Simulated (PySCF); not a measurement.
SMILES S (H2S) (B3LYP/def2-SVP optimised geometry):

```
3

S     -0.651    -0.676     0.000
H      0.701    -0.676     0.000
H     -0.701     0.676     0.000
```

Method: B3LYP/def2-TZVP in PySCF.

Question: What are the frontier orbital energies and the dipole moment?

Answer: HOMO-2 -12.13 eV, HOMO-1 -10.10 eV, HOMO -7.22 eV, LUMO 0.22 eV, LUMO+1 0.39 eV; dipole moment 1.11 D.

Meta-Löwdin charges at B3LYP/def2-TZVP: S1 -0.20, H2 0.10, H3 0.10.
